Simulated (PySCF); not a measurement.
## Gas-phase XPS of triphosphine, computed

Species: triphosphine, P3H5.
Cartesian coordinates in Å at the PBE0-D3(BJ)/def2-SVP level; atoms count from 1:
```
atom  x, y, z in Å
P1     1.6980   -0.1763   -0.1757
P2    -0.0123   -0.5005    1.2455
P3    -1.6075   -0.3563   -0.3290
H4     1.6268    1.2483   -0.0618
H5     2.6824   -0.2633    0.8589
H6     0.0700   -1.9250    1.1209
H7    -1.7179    1.0646   -0.2016
H8    -2.6665   -0.5764    0.6074
```

Method: PySCF 2.14.0, delta-SCF UKS SCAN, pcX-2 on the ionised atom, pcseg-1 elsewhere, spin-free X2C. Binding energies are ΔSCF values: E(core-ionised, relaxed orbitals) − E(ground state) at a fixed geometry, referred to the vacuum level.

Task: What binding energy does each computed site have?

Result: 
| atom(s) | bonded to | level | binding energy (eV) | 2p1/2 (eV) | above the level's lowest (eV) | count |
| --- | --- | --- | --- | --- | --- | --- |
| P2 | H and 2 P | P 2p3/2 | 136.44 | 137.33 | 0.00 | 1 |
| P1/P3 | 2 H and P | P 2p3/2 | 136.62 | 137.52 | +0.18 | 2 |
| P2 | H and 2 P | P 1s | 2149.98 | – | 0.00 | 1 |
| P1/P3 | 2 H and P | P 1s | 2150.16 | – | +0.18 | 2 |

The 2 P 1s values lie within 0.18 eV of each other; Gaussian lines of 0.5 eV full width would blend them into one maximum.

The 2 P 2p3/2 values lie within 0.18 eV of each other.

Task: Give the binding energy of P 1s of P2 in hartree and in kJ/mol.

Result: 2149.98 eV = 79.0103 Eh = 207442 kJ/mol.

Atoms equivalent by their bonding share one computed value, that of the first of them. For 2p shells one spin-free hole was relaxed; a mean-field spin–orbit operator and the ground-state splitting of the three 2p orbitals were then diagonalised within the shell. The shell's mean is (2 × 2p3/2 + 2p1/2)/3, and the degeneracies 2j + 1 give areas of 2:1. 2p1/2 minus 2p3/2 (ligand field included): P 0.89 eV. One conformer (not necessarily the lowest) at the PBE0-D3(BJ)/def2-SVP geometry, without solvent, vibrations or thermal averaging.

Time: 10 s wall; peak memory 0.46 GiB. Hardware: Intel Xeon Platinum 8488C, one thread, shared host with 192 logical CPUs at a one-minute load of 94.
